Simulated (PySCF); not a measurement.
All of these have the formula C5H9F. Method used: PySCF, TDDFT CAM-B3LYP/def2-SVPD, vertical, gas phase, core orbitals frozen in the response. Geometries: GFN2-xTB; one conformer of each isolated species. Triplets are in the Tamm–Dancoff approximation.

A. `C[C@H](CF)C=C`
B. `C/C=C/[C@@H](C)F`
C. `FC1CCCC1`
D. `C/C=C(\F)CC`

Lowest singlet levels (six at most, fewer where fewer were computed) with oscillator strengths:

1. 166 nm (f 0.129); 164 nm (f 0.368); 156 nm (f 0.005); 155 nm (f 0.006); 149 nm (f 0.009); 142 nm (f 0.024); T1 4.53 eV
2. 142 nm (f 0.008); 140 nm (f 0.020); 137 nm (f 0.001); 134 nm (f 0.007); 133 nm (f 0.012); 132 nm (f 0.012); T1 8.53 eV
3. 175 nm (f 0.031); 169 nm (f 0.471); 163 nm (f 0.008); 155 nm (f 0.005); 149 nm (f 0.001); 148 nm (f 0.023); T1 4.47 eV
4. 189 nm (f 0.015); 170 nm (f 0.403); 163 nm (f 0.091); 158 nm (f 0.028); 154 nm (f 0.039); 144 nm (f 0.003); T1 4.47 eV

Problem. Match each spectrum to its molecule.

Solution. 1 = A, 2 = C, 3 = B, 4 = D.
- A: S1 at 7.46 eV, HOMO→LUMO (51%), HOMO→LUMO+1 (27%), HOMO→LUMO+3 (17%); Löwdin shares by element: HOMO carbon 83% or more (atoms not listed hold the other 17%); LUMO carbon 63% or more, hydrogen 6% or more (atoms not listed hold the other 31%); HOMO -8.98 and LUMO 1.32 eV.
- B: S1 at 7.07 eV, HOMO→LUMO (57%), HOMO→LUMO+1 (34%); Löwdin shares by element: HOMO carbon 81% or more (atoms not listed hold the other 19%); LUMO carbon 54% or more (atoms not listed hold the other 46%); HOMO -8.58 and LUMO 1.33 eV.
- C: S1 at 8.76 eV, HOMO→LUMO (87%); Löwdin shares by element: HOMO carbon 41% or more, fluorine 28% (atoms not listed hold the other 31%); LUMO carbon 32% or more, hydrogen 9% or more (atoms not listed hold the other 59%); HOMO -10.41 and LUMO 1.34 eV.
- D: S1 at 6.56 eV, HOMO→LUMO (82%), HOMO→LUMO+1 (10%); Löwdin shares by element: HOMO carbon 71% or more, fluorine 11% (atoms not listed hold the other 18%); LUMO carbon 49% or more (atoms not listed hold the other 51%); HOMO -8.29 and LUMO 1.28 eV.
